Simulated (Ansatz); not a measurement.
# C₃H₅FO₂: one species, many methods

How much do the methods differ for C₃H₅FO₂? The plan is to run it at one geometry with functionals of several rungs and with coupled cluster. The yardstick is the atomisation energy at the CCSD(T) limit.

Computed with Ansatz 0.2.0, Gaussian basis. Level: functionals in def2-TZVPP, the program's frozen cores in correlated methods.

Plan: PBE-D4, r2SCAN-D4, PBE0-D4, B3LYP-D4, ωB97X-V, ωB97M-V, B2PLYP; CCSD(T)/def2-TZVPP; MP2/def2-QZVPP; extrapolation to the limit.

### Step 1. The geometry

The geometry comes from an earlier relaxation with PBE0-D4 in a triple-zeta def2 set; it is a stationary point, not always the lowest conformer.

SMILES `OC1(O)CC1F`, 11 atoms, charge 0, spin multiplicity 1.

Atoms are counted from 1 here; the program's logs count them from 0.

Bond lengths: O1–C2 1.376 Å, O1–H7 0.964 Å, C2–O3 1.381 Å, C2–C4 1.498 Å, C2–C5 1.484 Å, O3–H8 0.964 Å, C4–C5 1.505 Å, C4–H9 1.083 Å, C4–H10 1.083 Å, C5–F6 1.359 Å, C5–H11 1.084 Å. Angles: C2–O1–H7 108.3°, O1–C2–O3 115.6°, O1–C2–C4 115.2°, O1–C2–C5 119.5°, O3–C2–C4 120.0°, O3–C2–C5 114.9°, C4–C2–C5 60.6°, C2–O3–H8 107.9°, C2–C4–C5 59.2°, C2–C4–H9 119.1°, C2–C4–H10 115.8°, C5–C4–H9 117.7°, C5–C4–H10 116.0°, H9–C4–H10 116.7°, C2–C5–C4 60.2°, C2–C5–F6 118.1°, C2–C5–H11 119.1°, C4–C5–F6 118.0° and more.

Coordinates:

```xyz
11
C3H5FO2
O     0.8522   -1.0662   -0.9450
C     0.1958   -0.4306    0.0831
O     0.0739   -1.1548    1.2526
C     0.3831    1.0543    0.1379
C    -0.9510    0.4596   -0.2233
F    -1.3632    0.5523   -1.5150
H     0.2726   -1.7512   -1.2960
H     0.9562   -1.2694    1.6229
H     0.4727    1.5391    1.1016
H     0.9456    1.4881   -0.6794
H    -1.7726    0.5219    0.4812
```

### Step 2. PBE-D4 (GGA)

in.yaml

```yaml
crystal:
  periodic: [false, false, false]
  atoms:
    - {symbol: O, position_ang: [0.852249, -1.066195, -0.945045]}
    - {symbol: C, position_ang: [0.195754, -0.430561, 0.083108]}
    - {symbol: O, position_ang: [0.073943, -1.154766, 1.252624]}
    - {symbol: C, position_ang: [0.383091, 1.054347, 0.137876]}
    - {symbol: C, position_ang: [-0.950991, 0.459621, -0.223350]}
    - {symbol: F, position_ang: [-1.363185, 0.552321, -1.514983]}
    - {symbol: H, position_ang: [0.272640, -1.751249, -1.296044]}
    - {symbol: H, position_ang: [0.956191, -1.269407, 1.622945]}
    - {symbol: H, position_ang: [0.472651, 1.539094, 1.101637]}
    - {symbol: H, position_ang: [0.945608, 1.488139, -0.679419]}
    - {symbol: H, position_ang: [-1.772551, 0.521856, 0.481154]}
basis:
  gaussian: {orbitals: def2-TZVPP}
hamiltonian: {xc: pbe, dispersion: d4}
output: {forces: true, orbitals: {seedname: orbitals}}
```

The run is started by

```
ansatz run in.yaml --threads 4 --pin off --events-out ev --progress --plain --max-ram 10444MiB
```

Further steps of the session: r2SCAN-D4 (meta-GGA); PBE0-D4 (hybrid); B3LYP-D4 (hybrid); ωB97X-V (range-separated); ωB97M-V (range-separated); B2PLYP (double hybrid); CCSD(T) in def2-TZVPP; MP2 in def2-QZVPP.

Before running them: what should the planned runs give, taken together? Wanted: atomisation energy, CCSD(T)/CBS; farthest; mean size of error, hybrid; mean size of error, range-separated; gap, smallest and largest; T1 diagnostic; triples share of the correlation energy.

**Answer**, as computed:

| quantity | value |
| --- | --- |
| atomisation energy, CCSD(T)/CBS | 4448.9 kJ/mol |
| functionals within 22.2 kJ/mol (0.5 %) | B3LYP-D4, ωB97X-V |
| farthest | PBE-D4 (+172.2 kJ/mol) |
| mean size of error, hybrid | 28.0 kJ/mol |
| mean size of error, range-separated | 20.5 kJ/mol |
| gap, smallest and largest | 6.40 eV (PBE-D4), 13.11 eV (ωB97X-V) |
| T1 diagnostic | 0.0110 |
| triples share of the correlation energy | 3.7 % |

**Reading.** PBE-D4 misses by +172.2 kJ/mol. Double hybrids carry the basis error of their MP2 part in triple zeta, and no dispersion term here, so their miss is partly the set-up's. The reference freezes the cores and leaves out relativity and excitations past (T), so misses under about 22.2 kJ/mol can't be ranked. Hartree-Fock recovers 69 % of the binding; the rest is correlation. Orbital gaps span 6.4 to 13.1 eV; exact exchange widens them.
